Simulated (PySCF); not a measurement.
# Worked example for hydrogen sulfide: proton affinity at atom S1

Structure: `S` (H2S). Numbering: `[SH2:1]`

These are calculated values, ωB97X-D3(BJ)/def2-TZVP in PySCF (grid level 2) at geometries from PBE0-D3(BJ)/def2-SVP. ωB97X-D3(BJ) is ωB97X-V with D3(BJ) in place of VV10. Thermal corrections: PBE0-D3(BJ)/def2-SVP frequencies, unscaled, ideal gas at 298.15 K and 1 bar, quasi-RRHO entropy.

Step: [H3S]+ → H2S + H⁺.

| species | charge | multiplicity | E / Eh |
| --- | --- | --- | --- |
| [H3S]+ | 1 | 1 | -399.700954 |
| H2S | 0 | 1 | -399.418871 |

Thermal terms, products less reactant: Δ(H − E) = -21.92 kJ/mol, Δ(G − E) = -53.33 kJ/mol (the bare proton has no electronic energy, H = 5/2 RT). 1 Eh = 2625.50 kJ/mol.

**Question.** What are ΔE, ΔH and ΔG of this step?

**Answer.** ΔE = 0.282083 Eh = 740.61 kJ/mol; ΔH = 718.7 kJ/mol; ΔG = 687.3 kJ/mol, all in the gas phase at 298.15 K and 1 bar. The digits show the arithmetic; the method itself can be off by 10 kJ/mol or more.
